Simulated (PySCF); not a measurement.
Estimate the missing entries of this data sheet.

BH2(NH2).
InChI=1S/BH4N/c1-2/h1-2H2

```tsv
property	level	value
point group	PBE0-D3(BJ)/def2-SVP	C2v
rotational constants A, B, C	PBE0-D3(BJ)/def2-SVP	?
dipole moment	CAM-B3LYP/def2-SVPD	?
HOMO energy	CAM-B3LYP/def2-SVPD	-10.20 eV
LUMO energy	CAM-B3LYP/def2-SVPD	1.12 eV
lowest singlet excitation	TDDFT CAM-B3LYP/def2-SVPD	7.22 eV (172 nm, f = 0.000)
strongest line among the 10 lowest singlet transitions	TDDFT CAM-B3LYP/def2-SVPD	S3 at 8.33 eV (149 nm, f = 0.228)
lowest triplet excitation (Tamm–Dancoff)	TDA CAM-B3LYP/def2-SVPD	6.25 eV
static isotropic polarisability	CAM-B3LYP/def2-SVPD	26.2 au
electronic spatial extent ⟨r²⟩ about the centre of nuclear charge	CAM-B3LYP/def2-SVPD	?
1H chemical shifts (computed TMS as zero) by class	GIAO PBE0/pcSseg-1	?
isotropic shieldings of nuclei other than C and H, by class	GIAO PBE0/pcSseg-1	63 (1 B), 142 (1 N) ppm
largest of the computed one-bond spin–spin couplings (means over like bonds)	B3LYP/pcJ-1	?
```

The electronic properties come from PySCF, for the isolated species, density fitting. Isolated species at its PBE0-D3(BJ)/def2-SVP geometry, gas phase.

**Question.** What is the electronic spatial extent ⟨r²⟩ about the centre of nuclear charge?

**Answer.** 88 bohr².

**Question.** Give the rotational constants A, B, C.

**Answer.** 136.695, 27.537, 22.920 GHz.

**Question.** Give the largest of the computed one-bond spin–spin couplings (means over like bonds).

**Answer.** 11B–1H +141.2 (×2), 15N–1H -85.9 (×2), 15N–11B -28.7 Hz.

**Question.** The 1H chemical shifts (computed TMS as zero) by class?

**Answer.** 4.81 (2 H), 4.45 (2 H) ppm.

**Question.** Give the dipole moment.

**Answer.** 1.93 D.

The principal polarisabilities are 21.1, 26.4 and 31.2 au; their mean is the isotropic value. The polarisability is 3.89 Å³ as a volume (1 au = 0.148185 Å³), or 1.64 au for each of the 16 electrons. Point group C2v permits a dipole; with 1.93 D the species has a pure rotational spectrum.
